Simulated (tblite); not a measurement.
Isomers of C4H4F2. All values are computed: GFN2-xTB (tblite) harmonic vibrations without scaling, gas phase. Errors from tens to a few hundred cm⁻¹ against measured bands are possible. One conformer each.

Electronic energies: GFN2-xTB at the same geometries; isomer energies are rough at this level and their order can be wrong.

| SMILES | electronic energy, lowest = 0 (kcal/mol) |
| --- | --- |
| C#C[C@@H](F)CF | 10.4 |
| FCC1=C[C@@H]1F | 18.7 |
| CC1C(F)=C1F | 28.2 |
| CC#CC(F)F | 0.0 |

**Question.** How do GFN2-xTB zero-point energies change the relative energies?

**Answer.** 
| SMILES | ZPE (kcal/mol) | of it from modes above 1550 cm⁻¹ | electronic (kcal/mol) | with ZPE, lowest = 0 (kcal/mol) | lowest mode (cm⁻¹) | rings |
| --- | --- | --- | --- | --- | --- | --- |
| CC#CC(F)F | 42.1 | 20.4 | 0.0 | 0.0 | 13i | 0 |
| C#C[C@@H](F)CF | 42.0 | 20.7 | 10.4 | 10.4 | 63 | 0 |
| FCC1=C[C@@H]1F | 42.3 | 20.0 | 18.7 | 18.9 | 62 | 1 |
| CC1C(F)=C1F | 43.0 | 20.2 | 28.2 | 29.2 | 153 | 1 |

The zero-point energies span 1.0 kcal/mol, from `C#C[C@@H](F)CF` to `CC1C(F)=C1F`. Slightly imaginary modes are left out of the zero-point energy: `CC#CC(F)F` 13.3i cm⁻¹. The order is unchanged.

**Question.** What do entropy and thermal enthalpy add at 298.15 K and 1 bar (rigid rotor, harmonic oscillator, one conformer each)?

**Answer.** 
```csv
SMILES,point group,symmetry number,S (cal/(mol K)),H − H(0) (kcal/mol),ZPE + H − H(0) − TS (kcal/mol)
C#C[C@@H](F)CF,C1,1,80.5,4.69,22.7
FCC1=C[C@@H]1F,C1,1,78.6,4.39,23.3
CC1C(F)=C1F,Cs,1,78.5,4.54,24.1
```

Not tabulated: `CC#CC(F)F` (lowest mode only 13i cm⁻¹).
